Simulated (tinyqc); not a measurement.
Worked calculation: coupled-perturbed Hartree-Fock on RHF in the sto-3g basis, for H2F+, spin multiplicity 1. One step of it, computed by the program tinyqc.

Question. Response to a field: uncoupled start. Field along z; U_ai = -mu_ai / (e_a - e_i), alpha = -4 sum U_ai mu_ai.

orbital energies (hartree): MO1 -26.588736, MO2 -2.012958, MO3 -1.151830, MO4 -1.035740, MO5 -1.013850, MO6 -0.055882, MO7 0.116066

dipole integrals <a|z|i> (bohr):
```
           i1        i2         i3        i4        i5
a6  -0.027895  0.038277   0.038028  0.347064  0.000000
a7  -0.002499  0.007722  -0.509250  0.012384  0.000000
```

Give: uncoupled U; uncoupled polarisability.

Answer.

uncoupled U:
```
        i1       i2       i3       i4      i5
a6  0.0011  -0.0196  -0.0347  -0.3542  0.0000
a7  0.0001  -0.0036   0.4016  -0.0108  0.0000
```

uncoupled polarisability = 1.3189 bohr^3
